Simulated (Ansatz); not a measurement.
Working through a short molecular-dynamics run of CH5NSi, SMILES C=N[SiH3]

Computed with the Ansatz DFT code, driven from Python.

The cells in order, each with its output:

**Cell 1**
```python
import ansatz as az
import numpy as np
```

**Cell 2**
```python
BASIS_SET = "6-31G*"
XC = "pbe0"
VDW = "d3bj"
N_STEPS = 40
TEMPERATURE_K = 200
```

**Cell 3**
```python
GEOMETRY = """
C    -0.83720    0.48090   -1.01720
N    -0.60710   -0.59550   -0.45960
Si    0.59150   -0.53170    0.75740
H    -1.58340    0.55540   -1.82020
H    -0.41160    1.49200   -0.81500
H     0.17450    0.42600    1.82100
H     1.89410   -0.01140    0.15740
H     0.87130   -1.87280    1.32050
"""
```

**Cell 4**
```python
system = az.Crystal.molecule()
for line in GEOMETRY.strip().splitlines():
    symbol, *xyz = line.split()
    system = system.atom(symbol, [float(v) for v in xyz])
```

**Cell 5**
```python
model = (
    system.calculation()
    .basis(gaussian=BASIS_SET)
    .functional(XC, dispersion=VDW)
    .md("nve", timestep=0.25, steps=N_STEPS, temperature=TEMPERATURE_K, initial_velocities="maxwell_boltzmann", seed=68)
)
frames = []
result = model.session().plan().execute(on_event=lambda e: frames.append(e["data"]) if e["event"] == "md_step" else None)
print("t (fs)   E_pot (eV)      E_kin (eV)   T (K)   d(0-1) (A)")
for f in frames[::2]:
    xyz = np.array(f["positions_ang"])
    print(f"{f['time_fs']:6.2f} {f['lagrangian_ev']:14.5f} {f['e_kin_ev']:10.5f} {f['temperature_k']:8.1f} {np.linalg.norm(xyz[0] - xyz[1]):9.4f}")
kept = np.array([f["conserved_ev"] for f in frames])
print(f"conserved energy moves by at most {1000 * np.ptp(kept):.3f} meV")
symbols = [site.symbol for site in system.cartesian_sites]
with open("last_frame.xyz", "w") as handle:
    handle.write(f"{len(symbols)}\nt = {frames[-1]['time_fs']} fs\n")
    handle.writelines("{:2s} {:10.5f} {:10.5f} {:10.5f}\n".format(s, *xyz) for s, xyz in zip(symbols, frames[-1]["positions_ang"]))
```
Output:
```text
t (fs)   E_pot (eV)      E_kin (eV)   T (K)   d(0-1) (A)
  0.00   -10478.20922    0.15511    200.0    1.2339
  0.50   -10478.20085    0.14677    189.2    1.2314
  1.00   -10478.19442    0.14036    181.0    1.2299
  1.50   -10478.19128    0.13723    176.9    1.2295
  2.00   -10478.19220    0.13815    178.1    1.2302
  2.50   -10478.19719    0.14313    184.5    1.2321
  3.00   -10478.20543    0.15135    195.1    1.2349
  3.50   -10478.21545    0.16133    208.0    1.2388
  4.00   -10478.22530    0.17116    220.7    1.2434
  4.50   -10478.23301    0.17883    230.6    1.2486
  5.00   -10478.23685    0.18267    235.5    1.2544
  5.50   -10478.23578    0.18158    234.1    1.2604
  6.00   -10478.22955    0.17537    226.1    1.2665
  6.50   -10478.21885    0.16469    212.3    1.2725
  7.00   -10478.20510    0.15098    194.7    1.2783
  7.50   -10478.19022    0.13613    175.5    1.2836
  8.00   -10478.17621    0.12214    157.5    1.2884
  8.50   -10478.16483    0.11078    142.8    1.2925
  9.00   -10478.15732    0.10329    133.2    1.2958
  9.50   -10478.15433    0.10030    129.3    1.2983
 10.00   -10478.15592    0.10188    131.4    1.2999
conserved energy moves by at most 0.157 meV
```

It writes `last_frame.xyz`:
```text
8
t = 10.0 fs
C    -0.88370    0.51299   -1.04409
N    -0.61857   -0.62919   -0.48296
Si    0.61212   -0.51822    0.77715
H    -1.61217    0.58178   -1.85521
H    -0.28937    1.39348   -0.76598
H     0.21976    0.42916    1.85774
H     1.95235   -0.16111    0.31990
H     0.81346   -1.94407    1.20198
```

Reading the output:
- Total energies depend on the basis set; only differences at equal settings carry meaning.
- The trajectory is only some femtoseconds long, so its temperature is not equilibrated; where the script doesn't relax first, it starts from a rough generated geometry.
- The temperature counts the internal degrees of freedom alone.
- Wall time of the script: 2.4 min on 1 thread of Intel(R) Xeon(R) Platinum 8259CL CPU @ 2.50GHz (Skylake/Cascade Lake), on a shared host, peak memory 0.19 GiB.
